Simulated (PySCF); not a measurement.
**[S4]2− ([S4]2-): QCISD(T)/STO-3G**

Aim: the energy change on altering one bond length of [S4]2− ([S4]2-) at QCISD(T)/STO-3G, from 2 runs. Input form: a Python script.

The calculation is run with PySCF 2.14.0.

11 further runs of the same task are left out: 2 that didn't finish, 9 set aside as unsound or not needed.

### Step 1. The system as given

The species is [S4]2− (4 atoms), meant as a singlet with charge -2. The coordinates come from a GFN2-xTB relaxation.

Bond lengths: S1–S2 1.994 Å, S2–S3 2.110 Å, S3–S4 1.994 Å. Angles: S1–S2–S3 112.2°, S2–S3–S4 112.2°.

### Step 2. A single-point energy at QCISD(T)/STO-3G

The input, job.py:

```python
# [S4]2-
from pyscf import gto, scf, cc

molecule = gto.Mole()
molecule.atom = [
    ('S', (-1.447470, 0.791440, 1.641580)),
    ('S', (0.409070, 0.724090, 0.917360)),
    ('S', (0.447450, 0.225710, -1.132780)),
    ('S', (0.590950, -1.741240, -1.426160)),
]
molecule.verbose = 4
molecule.charge = -2
molecule.basis = 'sto-3g'
molecule.max_memory = 1860
molecule.spin = 0
molecule.build()

calc0 = scf.RHF(molecule)
calc0.conv_tol = 1e-10
calc0.kernel()
if not calc0.converged:
    calc0 = calc0.newton().run(calc0.mo_coeff, calc0.mo_occ)

mycc = cc.QCISD(calc0, frozen=20)
mycc.kernel()
e_t = mycc.qcisd_t()
energy = mycc.e_tot + e_t
print('E(%s) = %.9f' % ('QCISD(T)', energy))
```

On the command line:

```sh
$ OMP_NUM_THREADS=1 python job.py
```

The program printed:

```text
PySCF version 2.14.0

[INPUT] num. atoms = 4
[INPUT] num. electrons = 66
[INPUT] charge = -2
[INPUT] spin (= nelec alpha-beta = 2S) = 0
[INPUT] symmetry False subgroup None
[INPUT] Mole.unit = angstrom
[INPUT] Symbol           X                Y                Z      unit          X                Y                Z       unit  Magmom
[INPUT]  1 S     -1.447470000000   0.791440000000   1.641580000000 AA   -2.735321873524   1.495604844026   3.102136611564 Bohr   0.0
[INPUT]  2 S      0.409070000000   0.724090000000   0.917360000000 AA    0.773030265776   1.368331789536   1.733559157631 Bohr   0.0
[INPUT]  3 S      0.447450000000   0.225710000000  -1.132780000000 AA    0.845557954437   0.426530083576  -2.140643959385 Bohr   0.0
[INPUT]  4 S      0.590950000000  -1.741240000000  -1.426160000000 AA    1.116733653312  -3.290466717138  -2.695051809810 Bohr   0.0

[... 44 lines left out ...]
converged SCF energy = -1572.17897108076
[... 11 lines left out ...]
Init t2, MP2 energy = -1572.23334917372  E_corr(MP2) -0.0543780929671282
[... 11 lines left out ...]
QCISD converged
[... 2 lines left out ...]
E(QCISD(T)) = -1572.253940267
```

Run time: 0.71 s. Hardware: 1 thread of Intel Xeon Platinum 8375C at 2.90GHz (Ice Lake), shared host; peak memory 0.11 GiB.

### Step 3. The distorted shape, same level

The input, job.py:

```python
from pyscf import gto, cc

system = gto.Mole()
system.atom = 'S -1.476173 1.184874 1.700263; S 0.380367 1.117524 0.976043; S 0.418747 0.619144 -1.074097; S 0.590950 -1.741240 -1.426160'
system.max_memory = 1860
system.basis = 'sto-3g'
system.verbose = 3
system.charge = -2
system.build()

calc0 = system.RHF()
calc0.conv_tol = 1e-10
calc0.kernel()
if not calc0.converged:
    calc0 = calc0.newton().run(calc0.mo_coeff, calc0.mo_occ)

mycc = cc.QCISD(calc0, frozen=20)
mycc.kernel()
e_t = mycc.qcisd_t()
e_tot = mycc.e_tot + e_t
print(f'total energy: {e_tot:.8f} hartree')
```

On the command line:

```sh
$ OMP_NUM_THREADS=1 python job.py
```

The program printed:

```text
converged SCF energy = -1572.15711152155
E(QCISD) = -1572.242956485821  E_corr = -0.0858449642690791
QCISD(T) correction = -0.00137557911074018
total energy: -1572.24433206 hartree
```

Run time: 0.83 s. Hardware: 1 thread of Intel Xeon Platinum 8375C at 2.90GHz (Ice Lake), shared host; peak memory 0.12 GiB.

### Step 4. Results

Level: QCISD(T)/STO-3G, 20 core orbitals frozen.

```
                                                              quantity           value
                                             first shape: total energy  -1572.25394 Eh
                      first shape: HOMO energy (Hartree–Fock orbitals)         8.34 eV
                      first shape: LUMO energy (Hartree–Fock orbitals)        21.19 eV
    first shape: HOMO–LUMO gap (to an unbound level, set by the basis)        12.84 eV
             first shape: correlation energy (20 core orbitals frozen)       -75.0 mEh
                                           first shape: (T) correction       -1.12 mEh
                                            first shape: T1 diagnostic           0.011
                                         distorted shape: total energy  -1572.24433 Eh
                  distorted shape: HOMO energy (Hartree–Fock orbitals)         8.30 eV
                  distorted shape: LUMO energy (Hartree–Fock orbitals)        19.53 eV
distorted shape: HOMO–LUMO gap (to an unbound level, set by the basis)        11.24 eV
         distorted shape: correlation energy (20 core orbitals frozen)       -87.2 mEh
                                       distorted shape: (T) correction       -1.38 mEh
                                        distorted shape: T1 diagnostic           0.015
     energy change with the S3–S4 bond stretched from 1.994 to 2.393 Å        0.261 eV
```

With the S3–S4 bond stretched from 1.994 to 2.393 Å the energy rises by 0.26 eV (25.2 kJ/mol). The first shape isn't relaxed at this level, so the change isn't measured from a minimum. The minimal basis adds a large error of its own. The triples (first shape) make up 1.5 % of the correlation energy. The HOMO (first shape) lies at positive energy, 8.34 eV: the electron is unbound at this level or held by a compact basis; values depend on the basis. The triples (distorted shape) make up 1.6 % of the correlation energy. The HOMO (distorted shape) lies at positive energy, 8.30 eV: the electron is unbound at this level or held by a compact basis; values depend on the basis.
